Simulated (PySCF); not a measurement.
**AlSi: a composite coupled-cluster curve**

An exercise on one series of results from a longer session: the logs are not shown, and one member is left open.

Computed with PySCF 2.14.0. Level: CCSD(T) on ROHF, no relativity in the base curves; scalar relativity is added as a correction.

The first run:

```yaml
molecule: AlSi
state: quartet, unpaired electrons σ ↑, π ↑↑
smaller_basis: Al cc-pV(T+d)Z, Si cc-pV(T+d)Z
larger_basis: Al cc-pV(Q+d)Z, Si cc-pV(Q+d)Z
frozen_core_orbitals: 10
extrapolation: correlation as n⁻³ (n = 3, 4), Hartree–Fock as (n+1)·exp(−9√n)
corrections: core–valence correlation, scalar relativity
distances_Å: 2.1369, 2.2341, 2.3312, 2.4283, 2.5255, 2.6469, 2.7683
masses_u: 26.9815, 27.9769
dissociation_limit: Al + Si
```

On the command line:

```bash
OMP_NUM_THREADS=4 python comp.py task.json out
```

Among the steps run: Coupled cluster at each distance.

One of the session's tables, all rows but one given; the rest of the session is left out.

Parts of the energy along the bond, in eV from Al + Si:

```
 R (Å)  HF/CBS  CCSD corr.      (T)  core–valence  relativity
2.1369  -1.286      -0.679  -0.1727       -0.0323      0.0039
2.2341  -1.583      -0.648  -0.1710       -0.0202      0.0052
2.3312  -1.748      -0.610  -0.1684       -0.0113      0.0059
2.4283  -1.818      -0.570  -0.1649       -0.0048      0.0061
2.5255  -1.819      -0.531  -0.1609       -0.0002      0.0060
2.6469       ?           ?        ?             ?           ?
2.7683  -1.644      -0.447  -0.1509        0.0058      0.0050
```

Q: Estimate the row for R (Å) = 2.6469 from the others.

Worked estimate for «HF/CBS». A straight line through the neighbours (2.5255, -1.819) and (2.7683, -1.644) gives -1.819 + (-1.644 + 1.819) × (2.6469 − 2.5255) / (2.7683 − 2.5255) = -1.732; a parabola fitted to 3 rows on both sides gives -1.763.

As computed: HF/CBS: -1.755; CCSD corr.: -0.486; (T): -0.1558; core–valence: 0.0036; relativity: 0.0056. In «HF/CBS» the line misses by +0.023 and the parabola by -0.008.

Caveats from the session: Spin–orbit coupling and excitations beyond (T) are left out.
